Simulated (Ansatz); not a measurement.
# B2 (singlet): wave-function methods side by side at distance B1–B2 = 5.481 Å, cc-pVTZ

The task here is to estimate one member of a computed series from the others.

Method: cc-pVTZ, core rule «outside noble gas», up to 2 orbitals frozen; program: Ansatz 0.2.0, Gaussian basis.

Plan: UHF; CCSD(T) on RHF; CCSD(T) on UHF; BCCD(T) on RHF; CISD; CCSDT(Q) on RHF; CCSDT(Q) on UHF; CCSDTQ on RHF; CASSCF and MRCISD+Q, 2 electrons in 2 orbitals; CASSCF and NEVPT2, 2 electrons in 2 orbitals; CASSCF and MRCISD+Q, 6 electrons in 8 orbitals; CASSCF and NEVPT2, 6 electrons in 8 orbitals; Full CI; Full CI in the symmetry of the determinant.

2 further runs of the same task are left out: 2 for a known fault of the program.

**What is computed**

The geometry derives from a PBE0/def2-TZVP stationary point (not a proven minimum). One bond is set to the value named and the two fragments are kept rigid.

2 atoms, charge 0, spin multiplicity 1.

Atoms are counted from 1 here; the program's logs count them from 0.

No contacts short enough for the rule that draws bonds.

The first run:

Contents of in.yaml:

```yaml
crystal:
  periodic: [false, false, false]
  atoms:
    - {symbol: B, position_ang: [0.000000, 0.000000, 0.000000]}
    - {symbol: B, position_ang: [0.000000, 0.000000, 5.481000]}
basis:
  gaussian: {orbitals: cc-pVTZ}
magnetization: {spin_polarized: true, initial_magnetization: 0}
hamiltonian: {xc: hf}
output: {orbitals: {seedname: orbitals}}
```

The run is started by

```
$ ansatz run in.yaml --threads 1 --pin off --events-out ev --progress --plain --max-ram 4096MiB --backend cpu
```

Among the steps run: UHF; CCSD(T) on RHF; CCSD(T) on UHF; BCCD(T) on RHF; CISD; CCSDT(Q) on RHF; CCSDT(Q) on UHF; CCSDTQ on RHF; CASSCF and MRCISD+Q, 2 electrons in 2 orbitals; CASSCF and NEVPT2, 2 electrons in 2 orbitals; CASSCF and MRCISD+Q, 6 electrons in 8 orbitals; CASSCF and NEVPT2, 6 electrons in 8 orbitals; Full CI; Full CI in the symmetry of the determinant.

One table of the session follows, with a row left open; its other results are not shown here.

| method | from FCI (meV) |
| --- | --- |
| UHF | +3620.2 |
| UMP2 | +1219.2 |
| UCCSD | +96.5 |
| UCCSD(T) | +24.6 |
| UCCSDT | +1.6 |
| UCCSDT(Q) | +1.5 |
| CASSCF valence | +2069.3 |
| NEVPT2 valence | +493.7 |
| MRCISD valence | +82.8 |
| MRCISD+Q valence | ? |
| FCI | 0 |

Estimate the missing values for MRCISD+Q valence.

As computed: from FCI (meV): -27.5. In the column «from FCI (meV)» it is the lowest.

Some runs used a GPU and others CPU threads alone; cost is compared among the CPU runs only.

Left out of the table: CASSCF pair, NEVPT2 pair, MRCISD pair, MRCISD+Q pair (the active space lost an orbital or holds another state than full CI finds).

To keep in mind: The determinant is far from a pure spin state, so its energy mixes those of several spin states (harmless only where they are near-degenerate, as at dissociation). The report flags that the cluster equations may have other roots. The yardstick is full CI for this spin, exact in this basis with these frozen cores. Left out of the table: RHF, RMP2, CISD, RCCSD, RCCSD(T), BCCD(T), RCCSDT, RCCSDT(Q), RCCSDTQ (another determinant or state than the rows shown). MRCISD+Q valence falls below full CI: the +Q correction isn't variational, and the cores differ from full CI's. With 2.5 effectively unpaired electrons against 0 the state is strongly multireference. Of the multireference levels listed MRCISD+Q valence comes nearest in total energy (-27.5 meV), which doesn't show that its space is the better one. Warnings in the runs' records: other roots.
